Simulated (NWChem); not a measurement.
# PH₂, doublet; SMILES [PH2]

```xyz
3

P      0.0000     0.0000     0.1177
H      1.0257     0.0000    -0.8830
H     -1.0257     0.0000    -0.8830
```
Atoms are numbered in this order, from 1.

Computed with NWChem. Spin-unrestricted. In the optimisation the excess spin sits in b2 (C2v, its own frame). Coordinates come from a PBE0/def2-SVP, spin-unrestricted optimisation. No stability test was run on the SCF state.

### Question
Estimate the computed values for B3LYP/def2-SVP. Quantities: highest occupied level (eV); lowest empty minus highest occupied level, either spin (eV); dipole (D); <S²>.

### Answer
```json
{
 "highest occupied level (eV)": "-6.74",
 "lowest empty minus highest occupied level, either spin (eV)": "3.51",
 "dipole (D)": "0.71",
 "<S²>": "0.754"
}
```
